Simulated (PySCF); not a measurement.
Gas-phase reaction: 2 SiO → 2 Si + O2

Computed with PySCF (xtb for GFN2) and rigid-rotor harmonic-oscillator thermochemistry at 1 bar. Table values come from the NASA 1993 polynomials. † marks an energy on the PBE0/def2-TZVP geometry and frequencies; other levels use their own. MP2 and CCSD(T) freeze the core. 6-31G* has spherical d functions here. Open shells (unrestricted): Si (multiplicity 3), O2 (multiplicity 3); the rest are closed-shell singlets. GFN2 has no spin-polarisation term. Spin-orbit splitting is ignored; it lowers the true energy and changes the entropy of Si. B3LYP is the form with VWN-RPA correlation. MP2 isn't extrapolated to the basis-set limit. CCSD(T) isn't extrapolated to the basis-set limit. The table's entry may be an old estimate for SiO (not checked at source). Warning, large T1 diagnostic: SiO (CCSD(T)/def2-SVP†, CCSD(T)/def2-TZVPP†).

| level | ΔH°(298 K), kJ |
|---|---|
| table | 1100.8 |
| B3LYP/6-31G* | ___ |
| CCSD(T)/def2-SVP† | 967.6 |
| CCSD(T)/def2-TZVPP† | 1054.7 |
| GFN2-xTB | 1525.3 |
| HF/6-31G* | ___ |
| HF/def2-TZVP† | ___ |
| M06-2X/def2-TZVP† | 1079.8 |
| MP2/def2-SVP† | ___ |
| PBE0/def2-QZVP† | 1010.7 |
| PBE0/def2-SVP† | 938.3 |
| r2SCAN/def2-TZVP† | 1023.0 |

Q: Some entries are withheld; supply them.

A: 
- B3LYP/6-31G*, ΔH°(298 K), kJ: 988.4
- HF/6-31G*, ΔH°(298 K), kJ: 725.6
- HF/def2-TZVP†, ΔH°(298 K), kJ: 775.5
- MP2/def2-SVP†, ΔH°(298 K), kJ: 1014.2
